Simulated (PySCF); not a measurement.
**SF and its ions**

r²SCAN; basis S aug-cc-pV(D+d)Z, F aug-cc-pVDZ; no relativity; PySCF 2.14. Neutral (UKS): doublet (π ↑), Re = 1.635 Å, ωe = 821 cm⁻¹, De = 3.64 eV, HOMO -6.26 eV, LUMO -5.37 eV.

SF⁻ (UKS): singlet (closed shell), Re = 1.751 Å, ωe = 642 cm⁻¹, De = 2.56 eV to S + F⁻. The energies at the minima are -497.90946 hartree for SF and -497.99307 for SF⁻.

Problem. Work out the adiabatic electron affinity, without and with harmonic zero-point energies (1 hartree = 27.2114 eV, 1 eV = 8065.5 cm⁻¹), and the change of the bond length.

Solution. At r²SCAN: 0.08361 hartree = 2.275 eV between the minima; the zero-point term (821.0 − 642.0)/2 cm⁻¹ = +0.011 eV makes it 2.286 eV. Re changes by +11.6 pm against the neutral. The electron enters a π orbital, and the longer bond of the ion fits an antibonding orbital, or a change in how ionic the bond is.

For an ion De counts to the pair picked by the measured ionisation energies or electron affinities, which need not be the lowest pair at this level. The highest Kohn–Sham level is positive in this anion. Much of that is self-interaction error, but it also means that the finite basis helps to hold the extra electron. States were picked by a PBE0 search and need not be the measured ground states.
